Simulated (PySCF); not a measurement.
## phosphine oxide: calculation and literature

Bonds (- single, = double, # triple, : aromatic): O1=P2 1.453 Å. P2 carries H3, H4, H5.

Published values to compare with: δ $^{31}$P P2 -13.9 ppm (measured; solution, H2O; S. K. Latypov et al., Phys. Chem. Chem. Phys. 2015 (author manuscript)).
δ $^{17}$O O1 -10.6; δ $^{31}$P P2 196.2 ppm (CCSD(T)/cc-pVQZ; gas (isolated, no vibration); M. Maurer, PhD thesis, LMU Munich (Maurer, Ochsenfeld, JCTC 2015 SI; set of Flaig et al., JCTC 2014, 10, 572)).

No solvent, single conformer, non-relativistic Hamiltonian, equivalent nuclei averaged. Geometry from GFN2-xTB; NMR shieldings at PBE0/pcSseg-1/GIAO; PySCF 2.14.0 with density-fitted response routines.

(1) What does the calculation give, and how does it compare?

(2) How far are the unscaled $^{31}$P shifts from the references?

Results:

(1) 
Reference values: measured (solution, H2O; S. K. Latypov et al., Phys. Chem. Chem. Phys. 2015 (author manuscript)).
```
atoms                  quantity  reference  computed  computed, scaled
   P2  δ $^{31}$P vs 85 % H3PO4      -13.9     -74.6             -55.5
```

Reference values: CCSD(T)/cc-pVQZ (gas (isolated, no vibration); M. Maurer, PhD thesis, LMU Munich (Maurer, Ochsenfeld, JCTC 2015 SI; set of Flaig et al., JCTC 2014, 10, 572)).
```
atoms                        quantity  reference  computed
   O1  δ $^{17}$O vs H2O (same level)      -10.6      22.8
   P2  δ $^{31}$P vs PH3 (same level)      196.2     218.4
```

Computed shifts are σ(ref) − σ with the named reference compound (TMS for H and C) calculated as an isolated molecule at the same level. The measured values may be among those fitted. Shieldings were converted by a linear fit to measured shifts: $^{31}$P (scatter 18.1 ppm rms vs H3PO4, solution or neat liquid); $^{17}$O (scatter 10.7 ppm rms, 12.2 ppm with the 3 outliers that the fit left out vs liquid water, solution or neat liquid). Occasional misses reach two or three times the rms, and more in compound classes unlike the fitted ones.

(2) Mean signed difference -19.25 ppm, mean absolute 41.45 ppm over 2 comparisons; the largest is -60.7 ppm at P2 (phosphorus bonded to O, 3 H).

3 of the 4 published NMR values on file for this molecule are compared. The rest: other calculations.
